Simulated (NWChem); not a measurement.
# C4H10S (diethyl sulfide) at 6 levels

Wanted: a comparison of 6 runs (revPBE/6-31G*, BLYP/6-31G*, PBE/6-31G*, SVWN5/6-31G*, TPSS/6-31G*, CCSD(T)/6-31G*) of C4H10S (diethyl sulfide). 

The results are computed with NWChem 7.3.0.

**1. The structure to begin with**

C4H10S: 15 atoms, total charge 0, spin state singlet. SMILES: `CCSCC`. Geometry: relaxed at PBE0-D4/def2-TZVP. This is one conformer, not always the lowest.

Bond lengths: C1–C2 1.515 Å, C2–S3 1.806 Å, S3–C4 1.806 Å, C4–C5 1.515 Å, C1–H6 1.092 Å, C1–H7 1.094 Å, C1–H8 1.092 Å, C2–H9 1.093 Å, C2–H10 1.093 Å, C4–H11 1.093 Å, C4–H12 1.093 Å, C5–H13 1.092 Å, C5–H14 1.092 Å, C5–H15 1.094 Å. Some angles: C1–C2–S3 114.8°, C2–S3–C4 102.2°, S3–C4–C5 114.8°, C1–C2–H9 110.6°, C1–C2–H10 111.2°, S3–C2–H9 103.6°, S3–C2–H10 109.5°, C2–C1–H6 110.9°, C2–C1–H7 110.4°, C2–C1–H8 111.6°.

**2. Energy and gradient at revPBE/6-31G(d) (spherical functions) (run 1)**

c4h10s.nw

```
start c4h10s
memory stack 880 mb heap 220 mb global 1100 mb

geometry noautosym nocenter noautoz
 C       -1.973500       0.077200      -0.225200
 C       -0.909300      -0.781100      -0.878900
 S        0.234800      -1.576900       0.269900
 C        1.046600      -0.160100       1.041900
 C        1.852100       0.706000       0.094600
 H       -2.543000      -0.499300       0.506200
 H       -2.666800       0.464900      -0.977100
 H       -1.537200       0.936200       0.289400
 H       -1.365700      -1.620400      -1.409900
 H       -0.344200      -0.212900      -1.622000
 H        0.307100       0.431800       1.587200
 H        1.697200      -0.614700       1.793500
 H        2.597900       0.111800      -0.436800
 H        1.214400       1.189000      -0.649100
 H        2.367900       1.497700       0.645600
end

basis spherical bse
 * library 6-31G*
end

dft
 xc revpbe cpbe96
 grid fine
 convergence energy 1e-08
 maxiter 100
 mulliken
 print low
end

task dft gradient
```

On the command line:

```
$ nwchem c4h10s.nw > c4h10s.out
```

What it wrote:

```text
[...]
 d= 0,ls=0.0,diis     1   -556.4389462012 -7.97D+02  8.52D-03  4.40D-01     2.4
[...]
 d= 0,ls=0.0,diis     8   -556.4867277168 -6.13D-10  3.42D-06  8.46D-08    15.2
         Total DFT energy =     -556.486727716772
      One electron energy =    -1239.019454674250
           Coulomb energy =      493.242693496814
    Exchange-Corr. energy =      -51.073189576082
 Nuclear repulsion energy =      240.363223036747
[...]
      Total Density - Mulliken Population Analysis
     ---------------------------------------------
    Atom       Charge   Shell Charges
 -----------   ------   -------------------------------------------------------
    1 C    6     6.48   2.00  0.67  2.12  0.65  1.01  0.03
    2 C    6     6.46   2.00  0.67  2.07  0.68  1.01  0.04
    3 S   16    15.90   2.00  2.00  5.97  1.35  3.01  0.49  1.02  0.07
    4 C    6     6.46   2.00  0.67  2.07  0.68  1.01  0.04
    5 C    6     6.48   2.00  0.67  2.12  0.65  1.01  0.03
    6 H    1     0.82   0.53  0.30
    7 H    1     0.84   0.53  0.31
    8 H    1     0.83   0.53  0.30
    9 H    1     0.81   0.53  0.28
   10 H    1     0.81   0.53  0.28
[...]
                         DFT ENERGY GRADIENTS
    atom               coordinates                        gradient
                 x          y          z           x          y          z
   1 C      -3.729374   0.145887  -0.425566    0.003139  -0.001981  -0.000707
   2 C      -1.718328  -1.476065  -1.660880    0.001645  -0.000334   0.004319
   3 S       0.443708  -2.979909   0.510037   -0.002906   0.019196  -0.003288
   4 C       1.977787  -0.302545   1.968906   -0.001255  -0.002132  -0.003958
   5 C       3.499962   1.334147   0.178768   -0.002497  -0.002494   0.001477
   6 H      -4.805573  -0.943540   0.956579    0.004504   0.003644  -0.005077
   7 H      -5.039521   0.878534  -1.846451    0.005256  -0.002975   0.005181
   8 H      -2.904887   1.769161   0.546887   -0.002235  -0.006201  -0.003521
   9 H      -2.580799  -3.062112  -2.664325    0.003532   0.005514   0.004305
  10 H      -0.650444  -0.402323  -3.065136   -0.003203  -0.004068   0.006118
  11 H       0.580335   0.815984   2.999373    0.004485  -0.004709  -0.004593
[...]
```

Run time: 20 s. Hardware: 1 thread of AMD EPYC 9R45 (Zen 5), shared host; peak memory 0.13 GiB.

**3. Energy and gradient at BLYP/6-31G(d) (spherical functions) (run 2)**

nw.xyz

```xyz
15
C4H10S
C     -1.973500     0.077200    -0.225200
C     -0.909300    -0.781100    -0.878900
S      0.234800    -1.576900     0.269900
C      1.046600    -0.160100     1.041900
C      1.852100     0.706000     0.094600
H     -2.543000    -0.499300     0.506200
H     -2.666800     0.464900    -0.977100
H     -1.537200     0.936200     0.289400
H     -1.365700    -1.620400    -1.409900
H     -0.344200    -0.212900    -1.622000
H      0.307100     0.431800     1.587200
H      1.697200    -0.614700     1.793500
H      2.597900     0.111800    -0.436800
H      1.214400     1.189000    -0.649100
H      2.367900     1.497700     0.645600
```

run.py

```python
from ase.io import read
from ase.calculators.nwchem import NWChem

atoms = read('nw.xyz')

calc = NWChem(
    label='nw',
    theory='dft',
    memory='2200 mb',
    basis='6-31G*',
    basispar='spherical bse',
    dft={'xc': 'becke88 lyp', 'mult': '1', 'grid': 'fine', 'convergence': 'energy 1e-08', 'iterations': '100', 'mulliken': None},
)
atoms.calc = calc

forces = atoms.get_forces()
print(f"energy = {atoms.get_potential_energy():.6f} eV")
print("forces (eV/A):")
for s, f in zip(atoms.symbols, forces):
    print(f"{s:2s} {f[0]:10.5f} {f[1]:10.5f} {f[2]:10.5f}")
print("dipole (e A):", atoms.get_dipole_moment().round(4))
```

On the command line:

```
$ export ASE_NWCHEM_COMMAND="nwchem PREFIX.nwi > PREFIX.nwo"
$ python run.py
```

What it wrote:

```text
energy = -15142.931801 eV
forces (eV/A):
C    -0.23099    0.16003    0.06510
C    -0.15416    0.03183   -0.43035
S     0.18702   -1.23747    0.21170
C     0.11678    0.21021    0.39209
C     0.17977    0.19124   -0.12526
H    -0.21073   -0.16183    0.23608
H    -0.25079    0.14573   -0.23572
H     0.10212    0.28837    0.17180
H    -0.16429   -0.23952   -0.20281
H     0.13581    0.19597   -0.27799
H    -0.19741    0.22662    0.20445
H     0.21366   -0.10254    0.26009
H     0.25855   -0.16213   -0.18049
H    -0.17134    0.17525   -0.25161
H     0.18589    0.27819    0.16301
dipole (e A): [-0.0524  0.3488 -0.0594]
```

The calculator wrote nw.nwi:

```
title "nw"

permanent_dir nw

scratch_dir nw

start nw

geometry units angstrom nocenter noautosym noautoz
  C  -1.9735000000000000e+00 7.7200000000000005e-02 -2.2520000000000001e-01
  C  -9.0930000000000000e-01 -7.8110000000000002e-01 -8.7890000000000001e-01
  S  2.3480000000000001e-01 -1.5769000000000000e+00 2.6989999999999997e-01
  C  1.0466000000000000e+00 -1.6009999999999999e-01 1.0419000000000000e+00
  C  1.8521000000000001e+00 7.0599999999999996e-01 9.4600000000000004e-02
  H  -2.5430000000000001e+00 -4.9930000000000002e-01 5.0619999999999998e-01
  H  -2.6667999999999998e+00 4.6489999999999998e-01 -9.7709999999999997e-01
  H  -1.5371999999999999e+00 9.3620000000000003e-01 2.8939999999999999e-01
  H  -1.3656999999999999e+00 -1.6204000000000001e+00 -1.4098999999999999e+00
  H  -3.4420000000000001e-01 -2.1290000000000001e-01 -1.6220000000000001e+00
  H  3.0709999999999998e-01 4.3180000000000002e-01 1.5871999999999999e+00
  H  1.6972000000000000e+00 -6.1470000000000002e-01 1.7935000000000001e+00
  H  2.5979000000000001e+00 1.1180000000000000e-01 -4.3680000000000002e-01
  H  1.2143999999999999e+00 1.1890000000000001e+00 -6.4910000000000001e-01
  H  2.3679000000000001e+00 1.4977000000000000e+00 6.4559999999999995e-01
end

memory 2200 mb

basis spherical bse noprint
   * library 6-31G*
end

dft
  xc becke88 lyp
  mult 1
  grid fine
  convergence energy 1e-08
  iterations 100
  mulliken
end

task dft gradient
```

nw.nwo:

```text
Northwest Computational Chemistry Package (NWChem) 7.3.0
             --------------------------------------------------------

           Job information
           ---------------

    nwchem branch   = 7.3.0
    use scalapack   = T
    input           = nw.nwi
    prefix          = nw.
    data base       = nw/nw.db
    status          = startup
    nproc           =        1

           Memory information
           ------------------

    heap     =     72089594 doubles =      550.0 Mbytes
    stack    =     72089599 doubles =      550.0 Mbytes
    global   =    144179200 doubles =     1100.0 Mbytes (distinct from heap & stack)
    total    =    288358393 doubles =     2200.0 Mbytes
    verify   = yes
    hardfail = no

[... 118 lines left out ...]
  convergence criterion.
[... 36 lines left out ...]
          Spatial weights used:  Erf1
[... 89 lines left out ...]
         Total DFT energy =     -556.492483964060
[... 3 lines left out ...]
 Nuclear repulsion energy =      240.363223036746
[... 730 lines left out ...]
          Convergence on gradient requested:  5.00D-04
[... 23 lines left out ...]
          total energy or number of iterations.
[... 26 lines left out ...]
                         DFT ENERGY GRADIENTS

    atom               coordinates                        gradient
                 x          y          z           x          y          z
   1 C      -3.729374   0.145887  -0.425566    0.004492  -0.003112  -0.001266
   2 C      -1.718328  -1.476065  -1.660880    0.002998  -0.000619   0.008369
   3 S       0.443708  -2.979909   0.510037   -0.003637   0.024065  -0.004117
[... 11 lines of this table left out ...]
  15 H       4.474682   2.830243   1.220007   -0.003615  -0.005410  -0.003170

                 ----------------------------------------
                 |  Time  |  1-e(secs)   |  2-e(secs)   |
                 ----------------------------------------
                 |  CPU   |       0.01   |       1.64   |
                 ----------------------------------------
                 |  WALL  |       0.01   |       1.64   |
                 ----------------------------------------

 Task  times  cpu:       18.3s     wall:       18.3s
 Total times  cpu:       18.3s     wall:       18.3s
```

It took 19 s on 1 thread of AMD EPYC 9R45 (Zen 5), shared host; peak memory 0.13 GiB.

Runs 3 to 5 aren't shown in full; the table further down has their settings and results.

**4. A single-point energy at CCSD(T)/6-31G(d) (spherical functions) (run 6)**

test.nw

```
start test
title "C4H10S"
memory stack 880 mb heap 220 mb global 1100 mb
geometry units angstroms noautosym nocenter noautoz
 C       -1.973500       0.077200      -0.225200
 C       -0.909300      -0.781100      -0.878900
 S        0.234800      -1.576900       0.269900
 C        1.046600      -0.160100       1.041900
 C        1.852100       0.706000       0.094600
 H       -2.543000      -0.499300       0.506200
 H       -2.666800       0.464900      -0.977100
 H       -1.537200       0.936200       0.289400
 H       -1.365700      -1.620400      -1.409900
 H       -0.344200      -0.212900      -1.622000
 H        0.307100       0.431800       1.587200
 H        1.697200      -0.614700       1.793500
 H        2.597900       0.111800      -0.436800
 H        1.214400       1.189000      -0.649100
 H        2.367900       1.497700       0.645600
end
basis spherical bse
 * library 6-31G*
end
scf
 thresh 1e-08
 maxiter 80
end
ccsd
 freeze core 9
 maxiter 60
end
task ccsd(t) energy
```

On the command line:

```
$ nwchem test.nw > test.out
```

What it wrote:

```text
[...]
  functions       =    94
[...]
  wavefunction    = RHF
[...]
         Total SCF energy =   -554.800818748186
      One-electron energy =  -1238.258222665173
      Two-electron energy =    443.094180880240
 Nuclear repulsion energy =    240.363223036747
        Time for solution =     14.1s
[...]
 Total MP2 energy:           -555.446655496594417
[...]
             energy      energy      error      ampl     ampl      Block
                                                time     time      time
[...]
 Total CCSD energy:           -555.513336600104026
[...]
 Total CCSD+T(CCSD) energy:           -555.534802017267680
[...]
 Total CCSD(T) energy:                -555.534015676555555
[...]
```

Run time: 2.2 min. Hardware: 1 thread of AMD EPYC 9R45 (Zen 5), shared host; peak memory 0.31 GiB.

**5. All runs side by side**

| run | level | task | integration grid | energy (Eh) | largest force (eV/Å) | wall time |
| --- | --- | --- | --- | --- | --- | --- |
| 1 | revPBE/6-31G* (spherical functions) | gradient | fine | -556.486728 | 1.013 | 20 s |
| 2 | BLYP/6-31G* (spherical functions) | gradient | fine | -556.492484 | 1.269 | 19 s |
| 3 | PBE/6-31G* (spherical functions) | gradient | fine | -556.206336 | 0.816 | 20 s |
| 4 | SVWN5/6-31G* (spherical functions) | gradient | fine | -553.717267 | 0.580 | 16 s |
| 5 | TPSS/6-31G* (spherical functions) | gradient | fine | -556.668745 | 0.894 | 24 s |
| 6 | CCSD(T)/6-31G* (spherical functions) | energy | – | -555.534016 | – | 2.2 min |

**6. Results**

| quantity | value |
| --- | --- |
| run 6: total energy | -555.53402 Eh |
| run 6: HOMO energy (Hartree–Fock orbitals) | -9.00 eV |
| run 6: LUMO energy (Hartree–Fock orbitals) | 5.55 eV |
| run 6: HOMO–LUMO gap (Hartree–Fock orbitals) | 14.55 eV |
| run 6: correlation energy (9 core orbitals frozen) | -733.2 mEh |
| run 6: (T) correction | -20.68 mEh |

What this shows: Over runs 2, 3, 4, 5 the dipole moment (its size) runs from 1.72 D (BLYP/6-31G*) to 1.81 D (SVWN5/6-31G*). Over runs 2, 3, 4, 5 the HOMO–LUMO gap runs from 5.45 eV (SVWN5/6-31G*) to 5.86 eV (TPSS/6-31G*). Totals of different functionals can't be ranked against each other. All runs together took 3.9 min, the longest 2.2 min.
